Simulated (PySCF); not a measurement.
Potential energy surface of F₄Si, singlet: flattening of a tetrahedron along the D2d path, bond length relaxed. Scanned: the two opposite F-Si-F angles (109.47 = tetrahedral, 180 = square planar). Other coordinates (Si-F bond length) were minimised at PBE0/def2-TZVP.

RKS-B3LYP/6-31G* = restricted B3LYP/6-31G*, spherical d in PySCF 2.14.0; CAM-B3LYP/def2-TZVP, density fitting (PySCF); RKS-LDA (SVWN5)/6-31G* = restricted LDA (SVWN5)/6-31G*, spherical d (PySCF); wB97X-V/def2-TZVP, density fitting (PySCF).

Energies relative to the lowest point of each profile, in kJ/mol:

| a / ° | RKS-B3LYP/6-31G* | CAM-B3LYP | RKS-LDA (SVWN5)/6-31G* |
|---|---|---|---|
| 90 | 78.2 | 81.9 | 72.1 |
| 95 | 40.4 | 42.0 | 37.1 |
| 100 | 16.3 | 16.8 | 15.0 |
| 105 | 3.5 | 3.5 | 3.2 |
| 109.47 | 0.0 | 0.0 | 0.0 |
| 120 | 16.5 | 16.3 | 15.1 |
| 130 | 56.2 | 55.7 | 51.5 |
| 140 | 109.4 | 108.7 | 100.5 |
| 150 | 166.6 | 165.8 | 153.2 |
| 160 | 217.8 | 217.1 | 200.2 |
| 170 | 253.5 | 253.1 | 233.0 |
| 180 | 266.4 | 266.1 | 244.8 |

Q: Predict the corresponding wB97X-V column.

A: 90: 81.8; 95: 41.9; 100: 16.8; 105: 3.5; 109.47: 0.0; 120: 16.3; 130: 55.6; 140: 108.4; 150: 165.1; 160: 216.2; 170: 252.0; 180: 264.9 (kJ/mol).
